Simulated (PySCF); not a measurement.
Method: PySCF 2.14.0 with B3LYP-D3(BJ)/def2-TZVP. All species are isolated molecules in the gas phase. B3LYP has the VWN-RPA correlation part, as in Gaussian. Delta-SCF ions had no search for a lower state. Excitations are Tamm–Dancoff values on a coarser integration grid. The basis has no diffuse functions, so Rydberg states are missing or too high.

Reference species (SMILES): `CF` (neutral, multiplicity 1).

The brightest of the four lowest singlets (TDA) is 9.97 eV. The S1 excitation (TDA) comes out as 9.52 eV and the vertical ionisation energy (Delta-SCF) comes out as 13.03 eV. The S1–T1 gap (TDA) comes out as 0.51 eV.

Changed species: `FCF` (2 of 4 F replaced by H; the reference has 3 of 4 F replaced by H).

Task: What does the change do to the brightest of the four lowest singlets (TDA), S1 excitation (TDA), vertical ionisation energy (Delta-SCF) and S1–T1 gap (TDA)?

Result: the brightest of the four lowest singlets (TDA) decreases by 0.12 eV, to 9.85 eV; the S1 excitation (TDA) rises by 0.33 eV, to 9.85 eV; the vertical ionisation energy (Delta-SCF) drops by 0.03 eV, to 13.00 eV; the S1–T1 gap (TDA) goes up by 0.03 eV, to 0.54 eV.
